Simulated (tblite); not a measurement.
Species: C3H6N (doublet state).
SMILES with atom numbers: `[CH2:1]=[C:2][CH2:3][NH2:4]` (hydrogens: H5, H6 on C1; H7, H8 on C3; H9, H10 on N4)

Geometry (GFN2-xTB, Å), atoms numbered from 1 in this order:
```
atom  x, y, z in Å
C1     1.5956   -0.4191   -0.3770
C2     0.8197    0.5330    0.0335
C3    -0.5824    0.8235    0.3382
N4    -1.4874   -0.3102    0.1344
H5     2.6593   -0.2662   -0.4946
H6     1.2725   -1.4309   -0.6376
H7    -0.6753    1.1377    1.3830
H8    -0.9344    1.6458   -0.2934
H9    -1.2099   -1.0896    0.7222
H10   -1.4489   -0.6193   -0.8313
```

Calculated harmonic vibrations of the isolated species, GFN2-xTB (tblite), most abundant isotopes, no scaling. Errors from tens to a few hundred cm⁻¹ against measured bands are possible. One conformer, not necessarily the lowest. Open shells enter through the occupations alone, without spin polarisation, and single modes of such species can be off by tens of per cent.

Harmonic wavenumbers (cm⁻¹): 115.1, 188.9, 318.0, 433.8, 488.4, 840.1, 881.9, 897.4, 951.6, 979.2, 1052.1, 1099.3, 1282.1, 1282.7, 1386.9, 1439.1, 1557.9, 1796.1, 2840.3, 2930.1, 2943.8, 3038.8, 3386.1, 3418.5.

A = 19310, B = 5414, C = 4447 MHz; mass 56.050 u (most abundant isotopes); point group Cs, symmetry number 1; spin multiplicity 2.

Problem. What is the zero-point energy?

Solution. Half the sum of the wavenumbers: 17774 cm⁻¹ = 50.82 kcal/mol.

Problem. What is S at 350 K and 1 bar for an ideal gas of classical rigid rotors and harmonic oscillators?

Solution. Translation 38.82, rotation 24.53, vibration 11.28, spin (R ln 2) 1.38: S = 76.0 cal/(mol K).

Problem. And Cp and H(350 K) − H(0)?

Solution. Cp = 22.11 cal/(mol K), of which vibrations give 14.16 (their classical limit is 24 R = 47.7); H(350 K) − H(0) = 5.06 kcal/mol without the zero-point energy, 2.28 from vibrations.

Problem. What must be added to the electronic energy to get the Gibbs energy at 350 K and 1 bar?

Solution. ZPE + [H(350 K) − H(0)] − T·S = 50.82 + 5.06 − 26.60 = 29.28 kcal/mol.

Problem. How do the functions run with temperature in this model?

Solution. 
```json
{"T (K)": "50", "S (cal/(mol K))": "49.6", "Cp (cal/(mol K))": "9.1", "H − H(0) (kcal/mol)": "0.41", "G − H(0) (kcal/mol)": "-2.07", "ln q(vib)": "0.04"}
{"T (K)": "100", "S (cal/(mol K))": "56.6", "Cp (cal/(mol K))": "11.3", "H − H(0) (kcal/mol)": "0.92", "G − H(0) (kcal/mol)": "-4.74", "ln q(vib)": "0.29"}
{"T (K)": "298.15", "S (cal/(mol K))": "72.6", "Cp (cal/(mol K))": "19.7", "H − H(0) (kcal/mol)": "3.97", "G − H(0) (kcal/mol)": "-17.69", "ln q(vib)": "1.92"}
{"T (K)": "373.15", "S (cal/(mol K))": "77.4", "Cp (cal/(mol K))": "23.2", "H − H(0) (kcal/mol)": "5.58", "G − H(0) (kcal/mol)": "-23.32", "ln q(vib)": "2.62"}
{"T (K)": "500", "S (cal/(mol K))": "85.0", "Cp (cal/(mol K))": "28.3", "H − H(0) (kcal/mol)": "8.86", "G − H(0) (kcal/mol)": "-33.62", "ln q(vib)": "3.85"}
{"T (K)": "750", "S (cal/(mol K))": "98.0", "Cp (cal/(mol K))": "35.8", "H − H(0) (kcal/mol)": "16.93", "G − H(0) (kcal/mol)": "-56.54", "ln q(vib)": "6.32"}
{"T (K)": "1000", "S (cal/(mol K))": "109.0", "Cp (cal/(mol K))": "40.8", "H − H(0) (kcal/mol)": "26.54", "G − H(0) (kcal/mol)": "-82.44", "ln q(vib)": "8.72"}
```

q(vib) and H(0) count from the zero-point level.

Problem. Blend soft modes into free rotors: weight 1/[1 + (100 cm⁻¹/ν̃)⁴] for the oscillator and the rest for a rotor with moment μB/(μ + B), μ = h/(8π²ν), B = 10⁻⁴⁴ kg m². What vibrational entropy results?

Solution. 11.04 cal/(mol K) in place of 11.28, which changes −T·S at 350 K by +0.08 kcal/mol.

Problem. Which modes carry the vibrational entropy at 350 K?

Solution. 115.1 cm⁻¹: 3.49; 188.9 cm⁻¹: 2.54; 318.0 cm⁻¹: 1.59; 433.8 cm⁻¹: 1.08; 488.4 cm⁻¹: 0.91; 840.1 cm⁻¹: 0.29 cal/(mol K); the other 18 give 1.38 together.

Hindered rotation and anharmonicity are outside this model. Other conformers, if any are populated, would add a mixing term that is left out.
